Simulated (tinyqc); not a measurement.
Inside a calculation. Method: Born-Oppenheimer dynamics on the RHF/sto-6g surface (energies and gradients from PySCF), for CH+, spin multiplicity 1. Computed by tinyqc, a small Python program that keeps every step (integrals from PySCF). Settings: charge = 1, multiplicity = 1, basis = sto-6g, time step (fs) = 2.0, steps = 24. Command: `OMP_NUM_THREADS=1 python tinyqc.py 26894 26895 out.jsonl` (the two numbers bound the seeds that draw the settings). One thread of a shared host (Intel(R) Xeon(R) Processor @ 2.60GHz), about 3 s of CPU time with the checks.

positions (bohr):
```
,x,y,z
1C,0.000000,0.000000,0.000000
2H,0.000000,0.000000,2.088147
```

The total energy should stay constant up to terms of order dt^2; the step counts as short enough if it moves by less than 2 % of the largest kinetic energy.

Trajectory:
```
time (fs),1C-2H (angstrom),potential (hartree),kinetic (hartree),total (hartree)
0.000000,1.105000,-37.82262141,0.00204468,-37.82057673
2.000000,1.182436,-37.82705351,0.00460592,-37.82244759
4.000000,1.265083,-37.82335267,0.00210617,-37.82124650
6.000000,1.253927,-37.82425266,0.00278691,-37.82146575
8.000000,1.160205,-37.82669230,0.00427703,-37.82241527
10.000000,1.105449,-37.82267500,0.00210798,-37.82056702
12.000000,1.189005,-37.82703703,0.00469067,-37.82234636
14.000000,1.268440,-37.82306051,0.00195474,-37.82110576
16.000000,1.250806,-37.82448443,0.00303104,-37.82145338
18.000000,1.153857,-37.82646446,0.00417260,-37.82229186
20.000000,1.106161,-37.82275928,0.00220417,-37.82055510
22.000000,1.195320,-37.82697100,0.00476323,-37.82220777
24.000000,1.271650,-37.82277229,0.00182928,-37.82094301
26.000000,1.247835,-37.82469664,0.00328239,-37.82141425
28.000000,1.147847,-37.82619493,0.00406736,-37.82212756
30.000000,1.107129,-37.82287243,0.00232693,-37.82054550
32.000000,1.201293,-37.82686457,0.00482001,-37.82204456
34.000000,1.274620,-37.82249782,0.00172818,-37.82076964
36.000000,1.245000,-37.82489149,0.00353329,-37.82135819
38.000000,1.142244,-37.82589520,0.00396098,-37.82193422
40.000000,1.108349,-37.82301258,0.00246894,-37.82054364
42.000000,1.206861,-37.82672790,0.00485753,-37.82187037
44.000000,1.277269,-37.82224695,0.00164902,-37.82059793
46.000000,1.242264,-37.82507235,0.00377618,-37.82129616
48.000000,1.137093,-37.82557733,0.00385250,-37.82172483
```

Is the time step short enough?

No. The total energy moves within 1.9e-03 hartree; that is over 2 % of the largest kinetic energy, so the time step is too long.
